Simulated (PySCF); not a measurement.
## How methods differ on the ionisation energy of Li

Li [He] 2s1 (2S) → Li+ 1s2 (1S), as a difference of total energies. Computed with PySCF 2.14 in x2c-QZVPPall with one added diffuse shell each of s, p type (7s5p2d1f, 39 functions), with the spin-free X2C one-electron Hamiltonian (Gaussian nucleus). Correlated levels: valence and next inner shell: nothing frozen. The calculations carry no spin-orbit coupling.

```csv
method,ionisation energy (eV)
UHF,5.343
LDA,5.474
PBE,5.586
PBE0,5.569
r2SCAN,5.391
BHandHLYP,5.515
BP86,5.565
PW91,5.616
r2SCANh,5.401
MP2 (valence and next inner shell),5.369
SCS-MP2 (valence and next inner shell),5.364
```

**Question.** How much does correlation contribute at MP2 (valence and next inner shell)?

**Answer.** 5.369 − (5.343) = 0.026 eV, measured against UHF.

Errors of the correlated levels include the incompleteness of this basis.

For comparison: 5.392 eV (measured; NIST Atomic Spectra Database, ionization energies).
